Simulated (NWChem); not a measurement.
DMSO (C2H6OS); SMILES O=S(C)C

Results from NWChem. The geometry was optimised at PBE0/def2-SVP. Field at 589 nm.

**Question.** Estimate the computed values for B3LYP/aug-cc-pVDZ. Quantities: isotropic polarisability (bohr³); anisotropy (bohr³).

**Answer.** 
```
Property                          Value
--------------------------------  -----
isotropic polarisability (bohr³)   56.8
anisotropy (bohr³)                 12.5
```
